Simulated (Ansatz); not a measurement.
**ClH2SSi radical: a ladder of functionals and wavefunction methods**

One table from this session's results is given with a row withheld; the runs are named, their logs left out.

Program: Ansatz 0.2.0, Gaussian basis. Level of theory: functionals in def2-TZVPP, the program's frozen cores in correlated methods. These are calculated values, not measurements.

Levels to be run: LDA (SPW92), PBE-D4, revPBE-D4, BLYP-D4, r2SCAN-D4, B97M-V, PBE0-D4, B3LYP-D4, r2SCANh-D4, r2SCAN0-D4, HSE06-D4, BHLYP-D4, CAM-B3LYP-D4, LC-ωPBE, ωB97X-V, ωB97M-V, B2PLYP, PBE-QIDH; CCSD(T)/def2-SVP; CCSD(T)/def2-TZVPP; MP2/def2-QZVPP; extrapolation to the limit; RPA on PBE.

## Structure used throughout

An earlier PBE0-D4 in a triple-zeta def2 set relaxation fixed the geometry.

5 atoms, charge 0, spin multiplicity 2.

Atoms are counted from 1 here; the program's logs count them from 0.

Bond lengths: S1–Si2 2.132 Å, S1–H4 1.346 Å, Si2–Cl3 2.053 Å, Si2–H5 1.494 Å. Angles: Si2–S1–H4 92.6°, S1–Si2–Cl3 106.0°, S1–Si2–H5 111.3°, Cl3–Si2–H5 107.7°.

Set-up of the first run:

Input file in.yaml:

```yaml
crystal:
  periodic: [false, false, false]
  atoms:
    - {symbol: S, position_ang: [-1.489534, 0.144688, -0.110378]}
    - {symbol: Si, position_ang: [0.633484, 0.085872, -0.296426]}
    - {symbol: Cl, position_ang: [1.324120, 1.826848, 0.545517]}
    - {symbol: H, position_ang: [-1.633008, -1.077049, -0.655897]}
    - {symbol: H, position_ang: [1.214838, -1.053859, 0.475785]}
basis:
  gaussian: {orbitals: def2-TZVPP}
magnetization: {spin_polarized: true, initial_magnetization: 1}
hamiltonian: {xc: lda}
output: {orbitals: {seedname: orbitals}}
```

Among the steps run: LDA; PBE-D4 (GGA); revPBE-D4 (GGA); BLYP-D4 (GGA); r2SCAN-D4 (meta-GGA); B97M-V (meta-GGA); PBE0-D4 (hybrid); B3LYP-D4 (hybrid); r2SCANh-D4 (hybrid); r2SCAN0-D4 (hybrid); HSE06-D4 (hybrid); BHLYP-D4 (hybrid); CAM-B3LYP-D4 (range-separated); LC-ωPBE-D4 (range-separated; the results give it without D4); ωB97X-V (range-separated); ωB97M-V (range-separated); B2PLYP (double hybrid); PBE-QIDH (double hybrid).

One table of the session follows, with a row left open; its other results are not shown here.

It belongs to the step «Orbital energies across the functionals». 

```
  functional  HOMO (eV)  LUMO (eV)  gap (eV)
 LDA (SPW92)      -5.07      -4.05      1.02
      PBE-D4      -5.10      -3.66      1.44
   revPBE-D4      -5.09      -3.54      1.55
     BLYP-D4      -4.90      -3.67      1.23
   r2SCAN-D4      -5.47      -3.24      2.23
      B97M-V      -5.22      -3.73      1.49
     PBE0-D4      -6.26      -2.81      3.45
    B3LYP-D4          ?          ?         ?
  r2SCANh-D4      -5.89      -2.95      2.94
  r2SCAN0-D4      -6.52      -2.51      4.01
    HSE06-D4      -5.87      -3.19      2.68
    BHLYP-D4      -7.25      -2.03      5.22
CAM-B3LYP-D4      -7.47      -1.93      5.55
     LC-ωPBE      -8.90      -0.57      8.33
     ωB97X-V      -8.40      -1.07      7.33
     ωB97M-V      -8.01      -1.20      6.81
```

Q: Estimate the row for B3LYP-D4 from the others.

Worked estimate for «HOMO (eV)». Against the share of exact exchange, BLYP-D4 (0, -4.90), BHLYP-D4 (0.5, -7.25) give a slope of -4.70 per unit share; at 0.2 the line stands at -5.84.

**Answer.** HOMO (eV): -5.99; LUMO (eV): -3.18; gap (eV): 2.81. In «HOMO (eV)» the line misses by +0.15.
